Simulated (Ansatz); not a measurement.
Geometry optimisation, RHF/def2-mTZVP (Ansatz 0.2.0).

Input:

```yaml
crystal:
  periodic: [false, false, false]
  atoms:
    - { symbol: Al, position_ang: [0.0, 0.0, 0.0] }
    - { symbol: C, position_ang: [0.0, 0.0, 2.32] }
    - { symbol: H, position_ang: [-0.9996, -0.3092, 2.6905] }
    - { symbol: H, position_ang: [0.7676, -0.7111, 2.6905] }
    - { symbol: H, position_ang: [0.232, 1.0203, 2.6905] }
    - { symbol: H, position_ang: [1.351, 0.0, -0.78] }
    - { symbol: H, position_ang: [-1.351, 0.0, -0.78] }
    - { symbol: O, position_ang: [-0.2664, -1.9558, 0.6559] }
    - { symbol: H, position_ang: [-0.6698, -2.5085, -0.087] }
    - { symbol: H, position_ang: [-0.1747, -1.283, 1.815] }
basis:
  gaussian: { orbitals: def2-mTZVP }
hamiltonian:
  xc: hf
relax:
  f_tol: 0.15
  max_steps: 25
  restrain:
    - { distance: [0, 7], at: 1.78, k: 30.0 }
    - { distance: [9, 1], at: 1.11, k: 30.0 }
    - { distance: [0, 1], at: 3.17, k: 30.0 }
    - { distance: [9, 7], at: 2.21, k: 30.0 }
```

Run as:

```bash
$ ansatz run input.yaml --threads 1 --pin off --max-ram 2048MiB --backend cpu --events-out ev --progress --plain --runs-dir out
```

Q: Where does it end, and by what steps?

A: It converged. The restraints hold the end off the free minimum. After 10 steps the energy has fallen by 4.531 eV (the restraints' own energy left out); H4 moved furthest, 0.74 Å.

| step | energy less start (eV) | largest force component (eV/Å) | accepted |
| --- | --- | --- | --- |
| 0 | 0.0000 | 3.321 | yes |
| 1 | 0.1389 | 3.979 | yes |
| 2 | -0.5956 | 4.312 | yes |
| 3 | -2.7174 | 3.284 | yes |
| 4 | -4.1207 | 1.945 | yes |
| 5 | -4.4186 | 1.484 | yes |
| 6 | -4.4718 | 1.453 | yes |
| 7 | -4.5155 | 1.233 | yes |
| 8 | -4.5298 | 1.118 | yes |
| 9 | -4.5280 | 1.134 | no |
| 10 | -4.5310 | 1.141 | yes |

```xyz
10
Properties=species:S:1:pos:R:3
Al -0.021 -0.415 -0.514
C -0.032 -0.249 2.654
H -0.957 -0.209 3.215
H 0.805 -0.357 3.337
H 0.086 0.687 2.116
H 1.406 0.215 -0.674
H -1.362 0.348 -0.827
O -0.090 -2.083 -0.023
H -0.894 -2.575 -0.040
H -0.050 -1.109 1.973
```

The run took 14 s on 1 thread of Arm Neoverse V2 (shared host), peak memory 0.14 GiB.
